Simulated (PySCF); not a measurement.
System (SMILES): ClB(Cl)Cl.
Geometry (B3LYP-D3(BJ)/def2-TZVP, fixed):
```
B
Cl 1 1.7452
Cl 1 1.7452 2 120.00
Cl 1 1.7452 2 120.00 3 -180.00
```
Charge 0, spin multiplicity 1.

Basis-set convergence of the mean static polarisability at PBE with PySCF. All functions are spherical. Density fitting with generated auxiliary sets. No added dispersion term, no relativity. Reference: the value in aug-pcseg-2, 58.23 bohr³. Deviations are taken from unrounded values. Cost is core time over that of cc-pV(D+d)Z, rough, on shared machines of one kind; a dash marks a row that isn't timed (too short, read off another run, short of memory, by another algorithm or on other hardware).

| basis | functions | cost |
|---|---|---|
| cc-pV(D+d)Z | 83 | 1× |
| 6-31+G* | 84 | - |
| def2-SVPD | 101 | 1× |
| 6-311+G** | 112 | 1× |
| 6-311++G(2d,2p) | 132 | 2× |
| cc-pV(T+d)Z | 147 | 2× |
| def2-TZVPD | 175 | 3× |
| 6-311++G(3df,3pd) | 180 | 3× |
| def2-TZVPPD | 190 | 3× |
| cc-pV(Q+d)Z | 247 | 6× |
| def2-QZVPPD | 300 | 8× |

### Question
Which is the smallest set listed that can be trusted to 2 % here, that is, within that of the reference together with its larger relatives (same family, alike in diffuse functions; a set with none to test it counts only in the reference's own line)?

### Answer
The smallest set listed that lies within 2 % of the reference with all its larger relatives (same family, alike in diffuse functions; a set with none counts only in the reference's own line) is def2-SVPD (101 functions, 1× in cost, -1.2 % off). Inside, with no larger relative to test it: 6-311++G(3df,3pd). Value minus reference over the reference: cc-pV(D+d)Z -28.7, 6-31+G* -17.2, def2-SVPD -1.2, 6-311+G** -16.6, 6-311++G(2d,2p) -8.8, cc-pV(T+d)Z -14.2, def2-TZVPD 0.2, 6-311++G(3df,3pd) -1.4, def2-TZVPPD 0.3, cc-pV(Q+d)Z -6.1, def2-QZVPPD 0.6 %.
